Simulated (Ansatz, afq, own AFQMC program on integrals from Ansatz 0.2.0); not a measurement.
## GeNH₂, quartet in cc-pVDZ, levels against CCSDT(Q)

| atom | x (Å) | y (Å) | z (Å) |
| --- | --- | --- | --- |
| Ge | 0.0000 | 0.0000 | 0.4319 |
| N | 0.0000 | 0.0000 | -1.8834 |
| H | 0.0000 | 0.8309 | -2.4773 |
| H | 0.0000 | -0.8309 | -2.4773 |

Connectivity, by distances: Ge–NH2.

Basis cc-pVDZ. Noble-gas cores (and the filled d shells of Ga–Kr and In–Xe) are frozen. AFQMC by an in-house program on the Cholesky factors that Ansatz 0.2.0 writes for its CCSD(T) run. ph-AFQMC/CISD is guided by a CISD state made of CCSD amplitudes; releasing the constraint for a short imaginary time cuts its bias at the price of noise, slowly where states lie close. ± is one standard error of the sampling. No spin–orbit coupling.

Determinant: UHF, the one that the program's search chose, which needn't be the lowest solution. The geometry is a PBE0/def2-TZVP stationary point of this or a neighbouring charge and spin state.

No full CI on the walks' own integrals is used here; CCSDT(Q) serves as the reference and is uncertain by about the last step of the cluster series.

Cautions: no relativity below Rb; no spin-orbit coupling; inner d shell frozen; another spin lies lower.

- T1 diagnostic: 0.0147
- weight of the determinant in the CISD state: 0.896
- ⟨S²⟩ of the determinant: 3.788
- size of the correlated space: 11 electrons in 36 orbitals

Reference: CCSDT(Q), correlation energy -6.204 eV. The released energy is read at 2.40 1/Eh (meV from the phaseless value at times in 1/Eh: -4 ± 10 at 0.24, -16 ± 9 at 0.51, -1 ± 10 at 0.99, -10 ± 11 at 1.62, -7 ± 17 at 2.40).

```csv
level,E − E(reference) (meV),share of correlation (%)
HF,6203.9,0.00
MP2,1058.6,82.94
CCSD,153.4,97.53
CCSD(T),30.6,99.51
CCSDT,8.9,99.86
ph-AFQMC/HF,9.9 ± 42.4,99.84
ph-AFQMC/CISD,12.2 ± 8.5,99.80
released AFQMC,5.0 ± 16.8,99.92
```

A walk keeps the symmetry of its determinant, which the program's search chose and which needn't be the lowest solution, so a lower state of the same spin and another symmetry isn't excluded. Released energies are given only where the last usable release times agree within the noise; a slower fall can still hide under it.
